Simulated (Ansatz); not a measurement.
Worked example: correlation energy of NH4⁺, singlet

Geometry: a PBE0/def2-TZVP stationary point for this spin, not checked as a minimum.

| atom | x (Å) | y (Å) | z (Å) |
| --- | --- | --- | --- |
| N | 0.0000 | 0.0000 | 0.0000 |
| H | 0.5903 | 0.5923 | 0.5902 |
| H | -0.5929 | -0.5882 | 0.5917 |
| H | -0.5890 | 0.5896 | -0.5943 |
| H | 0.5916 | -0.5937 | -0.5876 |

Basis 6-31G; Ansatz 0.2.0. Only valence electrons are correlated (noble-gas cores frozen), which leaves 8 electrons in 16 orbitals. R marks a restricted (for open shells ROHF) determinant.

Full CI is exact within this basis and frozen core; it isn't the basis-set limit.

Runs differ by some tens of microhartree through their thresholds, so steps under 0.03 kcal/mol mean nothing.

```tsv
level	total energy (hartree)
RHF	-56.516050
RMP2	-56.633574
RCCSD	-56.648674
RCCSD(T)	-56.650002
RCCSDT	-56.650122
RCCSDT(Q)	-56.650387
RCCSDTQ	-56.650378
full CI	-56.650389
```

Problem. What is the correlation energy at full CI, and what share of it do RMP2 and RCCSD(T) recover?

Solution. E(corr) = -56.650389 − (-56.516050) = -0.134339 hartree = -3.656 eV. RMP2: -0.117524 / -0.134339 = 87.48 %. RCCSD(T): -0.133952 / -0.134339 = 99.71 %.

Problem. By how many kcal/mol does RCCSD(T) miss full CI (1 hartree = 627.509 kcal/mol), and which steps make up the rest?

Solution. -56.650002 − (-56.650389) = 0.000387 hartree = 0.24 kcal/mol. Steps: RCCSDT − RCCSD(T) = -0.08, RCCSDT(Q) − RCCSDT = -0.17, RCCSDTQ − RCCSDT(Q) = 0.01, full CI − RCCSDTQ = -0.01 kcal/mol. That is within 1 kcal/mol of the reference in this basis, which itself misses far more of the correlation at the basis-set limit.
